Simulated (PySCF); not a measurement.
**Rotational lines of SiS**

Lines J+1 ← J of the vibrational ground state, computed from RHF-CCSD(T) constants of SiS, ¹Σ⁺ (singlet), closed shell (PySCF, no relativity, basis sets Si 3-21G, S 3-21G; masses 27.9769 and 31.9721 u), in MHz:

```csv
J,ν (MHz)
0,15961.8
1,31923.5
2,47884.9
3,63845.8
4,79806.2
```

Problem. Find B0 and the effective bond length r0; with αe = 0.00157 cm⁻¹, find Re.

Solution. ν = 2B0(J+1) − 4D(J+1)³ gives B0 = 0.26622 cm⁻¹. With the reduced mass μred = 14.921 u, r0 = √(16.8576/(μred·B0)) (u, cm⁻¹, Å) = 2.0601 Å. Be = B0 + αe/2 = 0.26700 cm⁻¹ gives Re = 2.057 Å.

Correlated steps freeze 10 core orbitals. Where the molecule has an RHF reference, its open-shell atoms are computed with UHF. The CCSD T1 diagnostic is raised, a sign that a single reference may not be enough here. 3-21G is very small, so such numbers show the basis as much as the molecule.
